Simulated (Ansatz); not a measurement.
Ansatz (a program for electronic structure) input (B3LYP-D3(BJ)/def2-TZVP):

Ansatz 0.2 input:
```yaml
crystal:
  periodic: [false, false, false]
  atoms:
    - {symbol: C, position_ang: [0.05100638, -0.58378700, -0.01181402]}
    - {symbol: C, position_ang: [0.04460873, 0.71726049, 0.01788006]}
    - {symbol: H, position_ang: [-0.87346485, -1.16381706, -0.05413951]}
    - {symbol: H, position_ang: [0.97198321, -1.16021184, 0.00382948]}
    - {symbol: H, position_ang: [-0.67220906, 1.52318793, 0.01391380]}
basis:
  gaussian:
    orbitals: def2-TZVP
hamiltonian:
  xc: b3lyp
  dispersion: d3bj
magnetization: {spin_polarized: true, initial_magnetization: 1}
phonons: {temperatures: {t_min: 298.15, t_max: 298.15, t_step: 100}}
```

Output:

```
Functional definition: B3LYP
integrals: 0.01 GiB planned
492 factors; their error is unknown
mean field: 0.19 GiB planned
mean field evaluation 1: about -2115.8259 eV, gradient 3.2e1 eV
mean field evaluation 2: about -2114.2324 eV, gradient 3.5e1 eV
mean field evaluation 4: about -2120.7239 eV, gradient 3.5e0 eV
mean field evaluation 8: about -2120.7845 eV, gradient 1.0e-1 eV
mean field evaluation 16: about -2120.7776 eV, gradient 4.1e-5 eV
mean field -2120.77761693 eV, -77.9371399074 hartree, gradient 6.1e-5 eV, S^2 0.759301; 0 other end points of the search recorded, 0 dependent functions left out
the calculation of the forces begins
reference -2120.77781310 eV, -77.9371471166 hartree; 8, 7 occupied and 72, 73 virtual orbitals, 492 factors
these checks for a lower state are left out or cut short: stability, starts, cluster_reference, orbital_swaps, neighbouring_geometries, increment
integrals: 0.01 GiB planned
492 factors; their error is unknown
mean field: 0.19 GiB planned
mean field -2120.77745253 eV, -77.9371338657 hartree, gradient 1.8e-6 eV, S^2 0.759300; 0 other end points of the search recorded, 0 dependent functions left out
the calculation of the forces begins
reference -2120.77764873 eV, -77.9371410760 hartree; 8, 7 occupied and 72, 73 virtual orbitals, 492 factors
these checks for a lower state are left out or cut short: stability, starts, cluster_reference, orbital_swaps, neighbouring_geometries, increment
integrals: 0.01 GiB planned
492 factors; their error is unknown
mean field: 0.19 GiB planned
mean field evaluation 32: about -2120.7775 eV, gradient 1.7e-6 eV
mean field -2120.77745006 eV, -77.9371337751 hartree, gradient 1.7e-6 eV, S^2 0.759302; 0 other end points of the search recorded, 0 dependent functions left out
the calculation of the forces begins
reference -2120.77764620 eV, -77.9371409833 hartree; 8, 7 occupied and 72, 73 virtual orbitals, 492 factors
these checks for a lower state are left out or cut short: stability, starts, cluster_reference, orbital_swaps, neighbouring_geometries, increment
integrals: 0.01 GiB planned
492 factors; their error is unknown
mean field: 0.19 GiB planned
mean field -2120.77747856 eV, -77.9371348223 hartree, gradient 1.9e-6 eV, S^2 0.759372; 0 other end points of the search recorded, 0 dependent functions left out
the calculation of the forces begins
reference -2120.77767459 eV, -77.9371420266 hartree; 8, 7 occupied and 72, 73 virtual orbitals, 492 factors
these checks for a lower state are left out or cut short: stability, starts, cluster_reference, orbital_swaps, neighbouring_geometries, increment
integrals: 0.01 GiB planned
492 factors; their error is unknown
mean field: 0.19 GiB planned
mean field -2120.77747090 eV, -77.9371345411 hartree, gradient 1.8e-6 eV, S^2 0.759231; 0 other end points of the search recorded, 0 dependent functions left out
the calculation of the forces begins
reference -2120.77766721 eV, -77.9371417553 hartree; 8, 7 occupied and 72, 73 virtual orbitals, 492 factors
these checks for a lower state are left out or cut short: stability, starts, cluster_reference, orbital_swaps, neighbouring_geometries, increment
integrals: 0.01 GiB planned
492 factors; their error is unknown
mean field: 0.19 GiB planned
mean field -2120.77754476 eV, -77.9371372551 hartree, gradient 1.8e-6 eV, S^2 0.759303; 0 other end points of the search recorded, 0 dependent functions left out
the calculation of the forces begins
reference -2120.77774094 eV, -77.9371444646 hartree; 8, 7 occupied and 72, 73 virtual orbitals, 492 factors
these checks for a lower state are left out or cut short: stability, starts, cluster_reference, orbital_swaps, neighbouring_geometries, increment
integrals: 0.01 GiB planned
492 factors; their error is unknown
mean field: 0.19 GiB planned
mean field evaluation 64: about -2120.7775 eV, gradient 1.8e-6 eV
mean field -2120.77754550 eV, -77.9371372825 hartree, gradient 1.8e-6 eV, S^2 0.759299; 0 other end points of the search recorded, 0 dependent functions left out
the calculation of the forces begins
reference -2120.77774167 eV, -77.9371444914 hartree; 8, 7 occupied and 72, 73 virtual orbitals, 492 factors
these checks for a lower state are left out or cut short: stability, starts, cluster_reference, orbital_swaps, neighbouring_geometries, increment
integrals: 0.01 GiB planned
492 factors; their error is unknown
mean field: 0.19 GiB planned
mean field -2120.77747261 eV, -77.9371346037 hartree, gradient 1.8e-6 eV, S^2 0.759219; 0 other end points of the search recorded, 0 dependent functions left out
the calculation of the forces begins
reference -2120.77766884 eV, -77.9371418150 hartree; 8, 7 occupied and 72, 73 virtual orbitals, 492 factors
these checks for a lower state are left out or cut short: stability, starts, cluster_reference, orbital_swaps, neighbouring_geometries, increment
integrals: 0.01 GiB planned
492 factors; their error is unknown
mean field: 0.19 GiB planned
mean field -2120.77748229 eV, -77.9371349597 hartree, gradient 1.9e-6 eV, S^2 0.759384; 0 other end points of the search recorded, 0 dependent functions left out
the calculation of the forces begins
reference -2120.77767841 eV, -77.9371421668 hartree; 8, 7 occupied and 72, 73 virtual orbitals, 492 factors
these checks for a lower state are left out or cut short: stability, starts, cluster_reference, orbital_swaps, neighbouring_geometries, increment
integrals: 0.01 GiB planned
492 factors; their error is unknown
mean field: 0.19 GiB planned
mean field -2120.77753811 eV, -77.9371370109 hartree, gradient 1.8e-6 eV, S^2 0.759296; 0 other end points of the search recorded, 0 dependent functions left out
the calculation of the forces begins
reference -2120.77773419 eV, -77.9371442168 hartree; 8, 7 occupied and 72, 73 virtual orbitals, 492 factors
these checks for a lower state are left out or cut short: stability, starts, cluster_reference, orbital_swaps, neighbouring_geometries, increment
integrals: 0.01 GiB planned
492 factors; their error is unknown
mean field: 0.19 GiB planned
mean field -2120.77754297 eV, -77.9371371895 hartree, gradient 2.4e-6 eV, S^2 0.759306; 0 other end points of the search recorded, 0 dependent functions left out
the calculation of the forces begins
reference -2120.77773923 eV, -77.9371444020 hartree; 8, 7 occupied and 72, 73 virtual orbitals, 492 factors
these checks for a lower state are left out or cut short: stability, starts, cluster_reference, orbital_swaps, neighbouring_geometries, increment
integrals: 0.01 GiB planned
492 factors; their error is unknown
mean field: 0.19 GiB planned
mean field evaluation 96: about -2120.7853 eV, gradient 1.5e-4 eV
mean field -2120.77760095 eV, -77.9371393203 hartree, gradient 2.3e-6 eV, S^2 0.759308; 0 other end points of the search recorded, 0 dependent functions left out
the calculation of the forces begins
reference -2120.77779715 eV, -77.9371465306 hartree; 8, 7 occupied and 72, 73 virtual orbitals, 492 factors
these checks for a lower state are left out or cut short: stability, starts, cluster_reference, orbital_swaps, neighbouring_geometries, increment
integrals: 0.01 GiB planned
492 factors; their error is unknown
mean field: 0.19 GiB planned
mean field -2120.77759066 eV, -77.9371389421 hartree, gradient 1.7e-6 eV, S^2 0.759293; 0 other end points of the search recorded, 0 dependent functions left out
the calculation of the forces begins
reference -2120.77778680 eV, -77.9371461502 hartree; 8, 7 occupied and 72, 73 virtual orbitals, 492 factors
these checks for a lower state are left out or cut short: stability, starts, cluster_reference, orbital_swaps, neighbouring_geometries, increment
integrals: 0.01 GiB planned
492 factors; their error is unknown
mean field: 0.19 GiB planned
mean field -2120.77754205 eV, -77.9371371557 hartree, gradient 2.4e-6 eV, S^2 0.759303; 0 other end points of the search recorded, 0 dependent functions left out
the calculation of the forces begins
reference -2120.77773831 eV, -77.9371443680 hartree; 8, 7 occupied and 72, 73 virtual orbitals, 492 factors
these checks for a lower state are left out or cut short: stability, starts, cluster_reference, orbital_swaps, neighbouring_geometries, increment
integrals: 0.01 GiB planned
492 factors; their error is unknown
mean field: 0.19 GiB planned
mean field -2120.77753247 eV, -77.9371368036 hartree, gradient 1.8e-6 eV, S^2 0.759298; 0 other end points of the search recorded, 0 dependent functions left out
the calculation of the forces begins
reference -2120.77772856 eV, -77.9371440098 hartree; 8, 7 occupied and 72, 73 virtual orbitals, 492 factors
these checks for a lower state are left out or cut short: stability, starts, cluster_reference, orbital_swaps, neighbouring_geometries, increment
integrals: 0.01 GiB planned
492 factors; their error is unknown
mean field: 0.19 GiB planned
mean field evaluation 128: about -2120.7776 eV, gradient 1.5e-4 eV
mean field -2120.77759886 eV, -77.9371392435 hartree, gradient 1.8e-6 eV, S^2 0.759304; 0 other end points of the search recorded, 0 dependent functions left out
the calculation of the forces begins
reference -2120.77779509 eV, -77.9371464548 hartree; 8, 7 occupied and 72, 73 virtual orbitals, 492 factors
these checks for a lower state are left out or cut short: stability, starts, cluster_reference, orbital_swaps, neighbouring_geometries, increment
integrals: 0.01 GiB planned
492 factors; their error is unknown
mean field: 0.19 GiB planned
mean field -2120.77758936 eV, -77.9371388943 hartree, gradient 2.6e-6 eV, S^2 0.759297; 0 other end points of the search recorded, 0 dependent functions left out
the calculation of the forces begins
reference -2120.77778547 eV, -77.9371461014 hartree; 8, 7 occupied and 72, 73 virtual orbitals, 492 factors
these checks for a lower state are left out or cut short: stability, starts, cluster_reference, orbital_swaps, neighbouring_geometries, increment
integrals: 0.01 GiB planned
492 factors; their error is unknown
mean field: 0.19 GiB planned
mean field -2120.77756391 eV, -77.9371379591 hartree, gradient 2.5e-6 eV, S^2 0.759301; 0 other end points of the search recorded, 0 dependent functions left out
the calculation of the forces begins
reference -2120.77776006 eV, -77.9371451673 hartree; 8, 7 occupied and 72, 73 virtual orbitals, 492 factors
these checks for a lower state are left out or cut short: stability, starts, cluster_reference, orbital_swaps, neighbouring_geometries, increment
integrals: 0.01 GiB planned
492 factors; their error is unknown
mean field: 0.19 GiB planned
mean field -2120.77757040 eV, -77.9371381974 hartree, gradient 1.6e-6 eV, S^2 0.759300; 0 other end points of the search recorded, 0 dependent functions left out
the calculation of the forces begins
reference -2120.77776660 eV, -77.9371454076 hartree; 8, 7 occupied and 72, 73 virtual orbitals, 492 factors
these checks for a lower state are left out or cut short: stability, starts, cluster_reference, orbital_swaps, neighbouring_geometries, increment
integrals: 0.01 GiB planned
492 factors; their error is unknown
mean field: 0.19 GiB planned
mean field evaluation 160: about -2120.7776 eV, gradient 1.8e-6 eV
mean field -2120.77757141 eV, -77.9371382346 hartree, gradient 1.8e-6 eV, S^2 0.759302; 0 other end points of the search recorded, 0 dependent functions left out
the calculation of the forces begins
reference -2120.77776757 eV, -77.9371454435 hartree; 8, 7 occupied and 72, 73 virtual orbitals, 492 factors
these checks for a lower state are left out or cut short: stability, starts, cluster_reference, orbital_swaps, neighbouring_geometries, increment
integrals: 0.01 GiB planned
492 factors; their error is unknown
mean field: 0.19 GiB planned
mean field -2120.77758922 eV, -77.9371388890 hartree, gradient 1.6e-6 eV, S^2 0.759299; 0 other end points of the search recorded, 0 dependent functions left out
the calculation of the forces begins
reference -2120.77778540 eV, -77.9371460985 hartree; 8, 7 occupied and 72, 73 virtual orbitals, 492 factors
Total energy: -2120.86179290 eV, -77.9402333175 hartree
Atom 0 at     0.051006    -0.583787    -0.011814 Å, force    -0.000007     0.000182     0.000004 eV/Å
Atom 1 at     0.044609     0.717260     0.017880 Å, force     0.000062    -0.000057     0.000001 eV/Å
Atom 2 at    -0.873465    -1.163817    -0.054140 Å, force    -0.000126    -0.000090    -0.000006 eV/Å
Atom 3 at     0.971983    -1.160212     0.003829 Å, force     0.000108    -0.000055     0.000002 eV/Å
Atom 4 at    -0.672209     1.523188     0.013914 Å, force    -0.000036     0.000020    -0.000001 eV/Å
Dipole moment:    -0.130994    -0.067703    -0.005665 e Å
Vibrations: 712.43 818.82 927.42 1049.59 1396.44 1653.81 3045.87 3140.77 3243.16 cm⁻¹, zero-point energy 0.991149 eV
```

It need not be the lowest isomer of its formula.
